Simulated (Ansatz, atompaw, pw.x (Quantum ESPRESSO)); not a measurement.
Tc (Z = 43) (fcc): variants of one PAW (atompaw) potential in the solid

atompaw 4.2.0.5 input, output lines left out:

```
Tc 43
LDA-PW scalarrelativistic loggrid 1500 logderivrange -7 5 301
5 5 4 0 0 0
5 1 0
4 2 5
0 0 0
c
c
c
v
v
c
c
v
v
c
v
2
2.15 1.60 2.00 1.10
n
n
y
4.7
n
bloechl sinc
bessel
```

Crystal test: fcc Tc in pw.x 7.5, no spin, 15³ k-points, Fermi–Dirac smearing 0.01 Ry, cutoffs set for each file from its atomic test. The reference is all-electron LAPW (Ansatz 0.2.0) with the same functional, mesh and smearing; V0 and B0 come from Birch–Murnaghan fits to the pressures at five volumes. Errors are pseudo minus all-electron; Δ is the rms difference of the E(V) curves that follow from these fits, minima aligned, over ±6 % about the mean V0. Mesh and smearing are coarse, so the numbers serve the comparison and aren't converged zero-temperature values; the lattice is a test structure that the element need not adopt.

All-electron: a0 = 3.812 Å (V0 = 13.85 Å³/atom), B0 = 338.5 GPa.

2 further variants are left out: they gave no file fit for a test, a broken result, the same result as the base, or pressures whose basis-set error rivals the error shown.

```csv
change,cutoffs (Ry),pw.x,a0 (Å),a0 error (%),B0 error (%),Δ (meV/atom),mean pressure error (GPa)
base,60/600,converged,3.830,+0.47,+0.1,14.6,+4.93
"all radii scaled by about 0.89 (s 1.60, p 1.34, d 1.70 bohr); local potential bessel scheme, radius 1.78 bohr; augmentation sinc compensation charge, radius 1.42 bohr; PAW radius 1.92 bohr; waves and projectors: bloechl; core correction smooth core density matched at 0.98 bohr",70/700,converged,3.823,+0.30,+0.1,9.2,+3.09
"all radii scaled by about 1.13 (s 2.04, p 1.70, d 2.14 bohr); local potential bessel scheme, radius 2.26 bohr; augmentation sinc compensation charge, radius 1.80 bohr; PAW radius 2.42 bohr; waves and projectors: bloechl; core correction smooth core density matched at 1.24 bohr",50/500,converged,3.842,+0.79,-0.1,24.6,+8.44
```

Problem. Give the row for: all radii scaled by about 1.23 (s 2.22, p 1.86, d 2.34 bohr); local potential bessel scheme, radius 2.48 bohr; augmentation sinc compensation charge, radius 1.98 bohr; PAW radius 2.66 bohr; waves and projectors: bloechl; core correction smooth core density matched at 1.36 bohr.

Solution. pw.x: converged; mean pressure error (GPa): +13.78; a0 (Å): 3.860; a0 error (%): +1.25; B0 error (%): -0.5; Δ (meV/atom): 39.2.
